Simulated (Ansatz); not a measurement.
## Ansatz (development build ahead of 0.2.0) run

```yaml
crystal:
  periodic: [false, false, false]
  atoms:
    - { symbol: Al, position_ang: [0.0, 0.0, 0.0] }
    - { symbol: O, position_ang: [0.0, 0.0, 1.5371] }
basis:
  gaussian: { orbitals: def2-SVP }
magnetization:
  initial_magnetization: 1
hamiltonian:
  xc: hf
correlation:
  method: mp2
  frozen_orbitals: { Al: 5, O: 1 }
scf:
  omitted_lower_state_checks: [stability, starts, atomic_configurations, cluster_reference, orbital_swaps, given_window_search, neighbouring_geometries, increment]
```

The input is written out in the form of the current development build from the run's settings. Correlation on restricted open-shell orbitals is semicanonical, with singles.

The run gave:

```yaml
Converged: yes
Reference_energy: -316.57282 hartree
Correlation_energy: -0.24528 hartree
Total_energy: -316.81810 hartree
Spin_squared_of_the_determinant: 0.750
Occupied_orbitals_by_symmetry_in_an_Abelian_subgroup_alpha;_beta: 7 A1 2 B1 2 B2; 6 A1 2 B1 2 B2
```

Messages of the program:
```
mean field -8614.38528273 eV, -316.5728201001 hartree, gradient 3.0e-6 eV, S^2 0.750000; 0 other ends of a descent, 0 dependent functions left out
```

The reference isn't the lowest determinant (another lies 0.08 eV lower), but the same method gives a higher total on the lower determinant.
